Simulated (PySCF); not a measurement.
BO: input and log

State: ²Σ⁺ (doublet), unpaired electrons σ ↑.

An equivalent input (the run itself took its basis sets from the Basis Set Exchange, started from a PBE0 density and held the occupation σ 5α 4β, πx 1α 1β, πy 1α 1β):

```python
from pyscf import gto, dft
mol = gto.M(atom='B 0 0 0; O 0 0 1.203', basis={'B': 'def2-TZVP', 'O': 'def2-TZVP'},
            charge=0, spin=1, verbose=4, symmetry='C2v')
mf = dft.UKS(mol, xc='PBE0')
mf.grids.atom_grid = (80, 434)
mf.grids.prune = dft.gen_grid.treutler_prune
mf.irrep_nelec = {'A1': (5, 4), 'B1': (1, 1), 'B2': (1, 1)}
mf.conv_tol = 1e-9
mf.max_cycle = 60
mf.diis_space = 10
mf.kernel()
```

The log (some set-up lines and the per-cycle HOMO/LUMO lines removed):

```
******** <class 'pyscf.dft.uks_symm.SymAdaptedUKS'> ********
method = SymAdaptedUKS
damping factor = 0
level_shift factor = 0
DIIS = <class 'pyscf.scf.diis.CDIIS'>
diis_start_cycle = 1
diis_space = 10
diis_damp = 0
SCF conv_tol = 1e-09
SCF conv_tol_grad = None
SCF max_cycles = 60
number electrons alpha = 7  beta = 6
Set gradient conv threshold to 3.16228e-05
init E= -99.9539420032724
cycle= 1 E= -99.9475689694015  delta_E= 0.00637  |g|= 0.00855  |ddm|= 0.0176
cycle= 2 E= -99.947461422903  delta_E= 0.000108  |g|= 0.0195  |ddm|= 0.013
cycle= 3 E= -99.9476009679184  delta_E= -0.00014  |g|= 0.000913  |ddm|= 0.00737
cycle= 4 E= -99.947601243909  delta_E= -2.76e-07  |g|= 0.000331  |ddm|= 0.000713
cycle= 5 E= -99.9476013006184  delta_E= -5.67e-08  |g|= 4.82e-05  |ddm|= 0.000247
cycle= 6 E= -99.9476013040225  delta_E= -3.4e-09  |g|= 1.08e-05  |ddm|= 8.44e-05
cycle= 7 E= -99.9476013043005  delta_E= -2.78e-10  |g|= 4.71e-06  |ddm|= 2.11e-05
Extra cycle  E= -99.94760130435  delta_E= -4.95e-11  |g|= 3.2e-06  |ddm|= 7.1e-06
converged SCF energy = -99.94760130435  <S^2> = 0.76225131  2S+1 = 2.012214
```

Repeating this along the bond gives Re = 1.201 Å and ωe = 1934 cm⁻¹.

A point of this curve took 1.9 CPU seconds beside 0.32 for the integrals, on Arm Neoverse V1 (shared host).

The state was picked by a PBE0 search and need not be the measured ground state.
